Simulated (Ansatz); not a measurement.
Calculated with Ansatz (gas phase, PBE0-D4/def2-TZVP geometries, no zero-point term in ΔE). CBS: MP2 limit from def2 TZ/QZ plus the TZ coupled-cluster correction, frozen cores. This one scheme is used for every species, atoms too. Functionals use def2-TZVPP. No spin–orbit coupling; open shells (•) take unrestricted orbitals. Spin–orbit coupling would lower the free atoms: a little for Cl. One conformer a species, not always the lowest.

`C[SiH2]N` + Cl• → `C[SiH]N`• + HCl  (hydrogen abstraction from the Si–H bond)

`C[SiH2]N`:

```xyz
10

C     1.266    0.486   -0.344
Si   -0.578    0.168   -0.341
N    -1.169   -0.890    0.881
H     1.536    1.168   -1.157
H     1.826   -0.442   -0.484
H     1.590    0.939    0.596
H    -0.953   -0.431   -1.651
H    -1.279    1.469   -0.163
H    -1.007   -1.881    0.825
H    -1.232   -0.585    1.838
```

`C[SiH]N`•:

Cartesian coordinates in Å:
```
C -0.192 1.033 -0.857
Si 0.525 0.197 0.662
N -0.234 -1.346 0.851
H -0.049 0.406 -1.742
H 0.298 1.994 -1.026
H -1.261 1.221 -0.736
H 1.985 -0.085 0.489
H 0.170 -2.017 1.487
H -1.241 -1.404 0.873
```

HCl:

```xyz
2

Cl    0.087   -0.167    0.611
H    -0.087    0.167   -0.611
```

```tsv
species	B2PLYP energy (Eh)
`C[SiH2]N`	-386.43953
Cl•	-460.02199
`C[SiH]N`•	-385.79029
HCl	-460.68739
```

Problem. Work out ΔE.

Solution. ΔE = (-385.79029) + (-460.68739) − (-386.43953) − (-460.02199) = -0.01616 Eh = -42.4 kJ/mol. CCSD(T)/CBS gives -43.9 kJ/mol.

Largest T1 diagnostic among the species: 0.013.

From BLYP to BHLYP (50 % exact exchange), in def2-TZVPP and without D4, ΔE moves by +27.0 kJ/mol. Leaving LDA and LC-ωPBE aside and taking each functional with its dispersion term where it has one, the values, not all of them listed here, spread over 43.7 kJ/mol, from PBE-D4 to BHLYP-D4. LDA lies −19.7 kJ/mol from PBE without D4.
